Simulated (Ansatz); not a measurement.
2H WSe2, treated with PBE-D3(BJ) (plane waves, PAW; Ansatz, an electronic-structure program).

Settings: plane-wave cutoff 520 eV, 12×12×4 k mesh (along the axes of the cell as run), no spin polarisation, scalar-relativistic PAW data made under PBE.

Computed at the level's own relaxed cell.

```
WSe2
1.0
    3.27897     0.00000     0.00000
   -1.63949     2.83967     0.00000
    0.00000     0.00000    12.78606
W Se
2 4
Cartesian
  1.63949   0.94656   9.58955
  0.00000   1.89312   3.19652
  1.63949   0.94656   4.88079
  0.00000   1.89312  11.27382
  0.00000   1.89312   7.90527
  1.63949   0.94656   1.51224
```

Task: Give the elastic tensor (Voigt notation, GPa, ions relaxed, in the Cartesian axes of the cell as printed).

Result: 
```
  201.5    37.0    12.9     0.0     0.0     0.0
   37.0   201.5    12.9     0.0     0.0     0.0
   12.9    12.9    67.6     0.0     0.0     0.0
    0.0     0.0     0.0    23.3     0.0     0.0
    0.0     0.0     0.0     0.0    23.3     0.0
    0.0     0.0     0.0     0.0     0.0    82.2
```

Note: the dispersion coefficients are held fixed in the derivatives.

Spin–orbit coupling is not included.

The computed numbers hold no vibrational or temperature effects.
